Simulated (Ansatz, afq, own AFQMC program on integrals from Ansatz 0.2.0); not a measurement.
Integrals from Ansatz 0.2.0, then the random walk in our own AFQMC program (afq).

```yaml
crystal:
  periodic: [false, false, false]
  atoms:
    - {symbol: B, position_ang: [-0.802167, 0.739240, -0.888412]}
    - {symbol: N, position_ang: [0.122735, 0.489509, 0.115489]}
    - {symbol: C, position_ang: [0.561856, -0.794116, 0.603550]}
    - {symbol: H, position_ang: [-1.329309, -0.195535, -1.449985]}
    - {symbol: H, position_ang: [-1.056201, 1.887079, -1.174727]}
    - {symbol: H, position_ang: [0.559829, 1.277758, 0.581017]}
    - {symbol: H, position_ang: [0.044304, -1.589893, 0.051130]}
    - {symbol: H, position_ang: [1.647751, -0.936151, 0.468268]}
    - {symbol: H, position_ang: [0.339701, -0.924191, 1.676570]}
basis:
  gaussian: {orbitals: def2-TZVP}
magnetization: {spin_polarized: false}
correlation: {method: ccsd_t, electrons: outside_noble_gas, hamiltonian_folder: ham}
```

```sh
$ ansatz run in.yaml --threads 1 --pin off --events-out ev --progress --plain --max-ram 16896MiB --backend cuda --devices 0, --max-vram 18GiB
```

afq runs on the folder ham with

```
--method phaseless --trial cisd --walkers 1800 --populations 20 --least-time 60 --time-step 0.005 --steps-per-block 50 --equilibration-blocks 28 --max-blocks 4000 --target-error 0.00026 --factor-cut 1e-05 --seed 3234 --release-times 0.24,0.51,0.99,1.5 --release-step 0.03 --release-every 4 --taylor-order 6
```

Times are imaginary, in 1/Eh. The walk had a cap of 262 s. With eight or more populations the least sampling time is a fifth of least-time, and the error comes from their spread.

afq prints:

```
orbitals 126  electrons 9 9  factors 892 of 892
reference energy -120.56458942 Eh
CCSD correlation -0.52005907 Eh in 11 cycles, weight of the determinant in the CISD state 0.8397
energy of the start -121.084653 Eh
 block  time / (1/Eh)  mean weight  energy / Eh
     1     0.250  0.9991  -121.074116
     2     0.500  1.0002  -121.082435
     3     0.750  1.0003  -121.089491
     4     1.000  0.9997  -121.092989
     5     1.250  0.9992  -121.096932
     9     2.250  0.9998  -121.102346
    21     5.250  1.0005  -121.105307
    37     9.250  0.9994  -121.105356
    53    13.250  1.0004  -121.102676
    57    14.250  0.9991  -121.101292
    69    17.250  0.9996  -121.103182
    85    21.250  1.0004  -121.104885
   101    25.250  1.0001  -121.105006
   117    29.250  1.0000  -121.102598
   133    33.250  0.9999  -121.102621
   149    37.250  0.9994  -121.103016
   165    41.250  1.0007  -121.108941
   181    45.250  0.9995  -121.103857
   193    48.250  1.0001  -121.104968
error from the spread of 20 populations
released: time / (1/Eh)  energy / Eh  error  mean overlap
  0.24  -121.104819  0.000158  0.9979
  0.51  -121.105276  0.000228  0.9914
  0.99  -121.105229  0.000279  0.9828
  1.50  -121.105239  0.000396  0.9800
energy -121.104864 +/- 0.000291 Eh
(rows thinned)
```

The run passed its tests (sampling time, drift between the halves within three errors, error under three times the target), which doesn't prove that it has relaxed, ending at its cap on processor time.

Against this walk (error 7.9 meV) on the same determinant: CCSD(T) 35.6 meV higher. The error is statistical and leaves out the bias of the constraint. Released to 1.50 1/Eh the energy moves by -10 ± 13 meV (both errors), within twice the noise.

Cautions: constraint bias not in the error; error above the target (7.9 against 7.1 meV).

The walk took 4.4 min on 1 × NVIDIA H100 80GB HBM3 with 2 threads of AMD EPYC 7R13 Processor (Zen 3), with other jobs on the host (the card was shared). The log's last line is the phaseless energy.
